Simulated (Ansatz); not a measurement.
# AlBN+ (quintet): the correlation ladder, cc-pVTZ

How much of the correlation energy of AlBN+ (quintet) does each wave-function method recover here?

Method: cc-pVTZ, correlated electrons: outside noble gas; program: Ansatz 0.2.0, Gaussian basis.

To be run: UHF; CCSD(T) on ROHF; CCSD(T) on UHF; BCCD(T) on ROHF; CCSDT(Q) on ROHF; CCSDT(Q) on UHF.

## Step 1: The system

The geometry is a PBE0/def2-TZVP stationary point (not a proven minimum) of the parent state, kept for this charge and spin.

3 atoms, charge 1, spin multiplicity 5.

Atoms are counted from 1 here; the program's logs count them from 0.

Bond lengths: Al1–B2 2.045 Å, B2–N3 1.326 Å. Angles: Al1–B2–N3 180.0°.

Geometry (Å):

```
Al    0.0000    0.0000    1.8054
B     0.0000    0.0000   -0.2395
N     0.0000    0.0000   -1.5659
```

In the tables R marks a restricted open-shell determinant and U an unrestricted one; correlation energies count from the lowest restricted Hartree-Fock solution.

## Step 2: UHF

in.yaml

```yaml
crystal:
  periodic: [false, false, false]
  atoms:
    - {symbol: Al, position_ang: [0.000000, 0.000000, 1.805400]}
    - {symbol: B, position_ang: [0.000000, 0.000000, -0.239500]}
    - {symbol: N, position_ang: [0.000000, 0.000000, -1.565900]}
basis:
  gaussian: {orbitals: cc-pVTZ}
total_charge: 1
magnetization: {spin_polarized: true, initial_magnetization: 4}
hamiltonian: {xc: hf}
output: {orbitals: {seedname: orbitals}}
```

Started as:

```
> ansatz run in.yaml --threads 1 --pin off --events-out ev --progress --plain --max-ram 2816MiB --backend cpu
```

Further steps of the session: CCSD(T) on ROHF; CCSD(T) on UHF; BCCD(T) on ROHF; CCSDT(Q) on ROHF; CCSDT(Q) on UHF.

**Question.** What will the summary of the whole plan be? Wanted: correlation energy, UCCSDT(Q); RMP2 from UCCSDT(Q); UMP2 from UCCSDT(Q); RCCSD from UCCSDT(Q); RCCSD(T) from UCCSDT(Q); UCCSD(T) from UCCSDT(Q); RCCSDT(Q) from UCCSDT(Q); T1 diagnostic.

**Answer**, as computed:

```
                         quantity                      value
    correlation energy, UCCSDT(Q)                 -6.9787 eV
              RMP2 from UCCSDT(Q)              +115.9 kJ/mol
              UMP2 from UCCSDT(Q)              +116.3 kJ/mol
             RCCSD from UCCSDT(Q)               +30.1 kJ/mol
          RCCSD(T) from UCCSDT(Q)                +5.7 kJ/mol
          UCCSD(T) from UCCSDT(Q)                +5.3 kJ/mol
         RCCSDT(Q) from UCCSDT(Q)                +0.4 kJ/mol
levels within 1 kcal/mol (43 meV)  RCCSDT, UCCSDT, RCCSDT(Q)
                    T1 diagnostic                      0.029
```

**Reading.** RCCSD(T) lands +5.7 kJ/mol from the yardstick (0.8 % of the correlation energy). These misses are within one basis and frozen core, not against nature; frozen cores of the runs differ by up to some meV.
